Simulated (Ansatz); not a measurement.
Isomers of C$_{3}$H$_{4}$F$_{2}$, relaxed with PBE0-D4/def2-TZVP in Ansatz; electronic energies, one conformer each and not always the lowest. Functionals use def2-TZVPP; CBS adds triple-zeta CCSD(T) − MP2 to the MP2 limit of def2-TZVPP and def2-QZVPP.

Q: Order them by energy at frozen-core CCSD(T)/CBS, lowest first. (An estimate is asked.)
A. `C=CC(F)F`
B. `C=C(F)CF`
C. `F[C@H]1C[C@@H]1F`
D. `F/C=C\CF`
E. `FC1(F)CC1`

A: A (0.0 kcal/mol), B (6.0 kcal/mol), D (7.7 kcal/mol), E (10.5 kcal/mol), C (18.2 kcal/mol).

Q: How do HF/CBS(def2), PBE0-D4, B3LYP-D4, B3LYP place them (kcal/mol, against `C=CC(F)F`)? (Best estimate.)

A: Ansatz gave: 
```csv
isomer,HF/CBS(def2),PBE0-D4,B3LYP-D4,B3LYP
`C=C(F)CF`,6.4,4.8,4.8,4.8
`F/C=C\CF`,8.4,6.6,6.5,6.3
`FC1(F)CC1`,12.8,5.3,10.9,10.9
`F[C@H]1C[C@@H]1F`,20.4,13.1,18.1,17.9
```

B3LYP here is the variant with VWN-RPA as its local correlation; programs differ in this.
